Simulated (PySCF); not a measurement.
SiH3N

The system: SiH3N, a silylene (divalent Si1, bonded to 1 N + 1 H); neutral, singlet. The structure, one conformer, was relaxed in the gas phase by PBE0-D3(BJ)/def2-SVP. No frequency run checks that it is a minimum.

SMILES: N[SiH]

Coordinates in Å:
```
Si1     1.017   -0.674    0.393
N2     -0.552   -0.104   -0.015
H3      1.731    0.584   -0.131
H4     -0.782    0.784   -0.450
H5     -1.383   -0.656    0.170
```

Shieldings: GIAO PBE0/pcSseg-2. Shifts are against computed references at the same level: H TMS (σ 31.24 ppm), Si TMS (σ 341.3 ppm). Core levels by delta-SCF with SCAN, pcX-2 on the ionised atom and pcseg-1 elsewhere, spin-free X2C (2p3/2 is the spin-free 2p value less a third of a first-order spin-orbit splitting); from the vacuum level, for chosen atoms.

**Question.** Give the NMR and core-level values of the distinct atoms.

**Answer.** 
```json
{"atoms": "Si1", "bonded to": "1 N + 1 H", "σ (ppm)": "21.2", "δ (ppm)": "320.1", "core level (eV)": "2p3/2 107.00"}
{"atoms": "N2", "bonded to": "1 Si + 2 H", "σ (ppm)": "94.8", "δ (ppm)": "-", "core level (eV)": "1s 405.21"}
{"atoms": "H3", "bonded to": "1 Si", "σ (ppm)": "23.57", "δ (ppm)": "7.67", "core level (eV)": "-"}
{"atoms": "H4", "bonded to": "1 N", "σ (ppm)": "24.94", "δ (ppm)": "6.31", "core level (eV)": "-"}
{"atoms": "H5", "bonded to": "1 N", "σ (ppm)": "25.44", "δ (ppm)": "5.81", "core level (eV)": "-"}
```

Values are those of this one static structure; atoms that internal rotation interchanges would show their mean in an NMR spectrum.

**Question.** By CAM-B3LYP/def2-SVPD (TDDFT singlets, Tamm-Dancoff triplets, ionisation by delta-SCF), where does absorption start, and what does vertical ionisation take?

**Answer.** The lowest singlet lies at 3.58 eV (f 0.027), the strongest of the first 6 at 6.69 eV (f 0.174), the lowest triplet at 2.23 eV; vertical ionisation takes 8.84 eV.
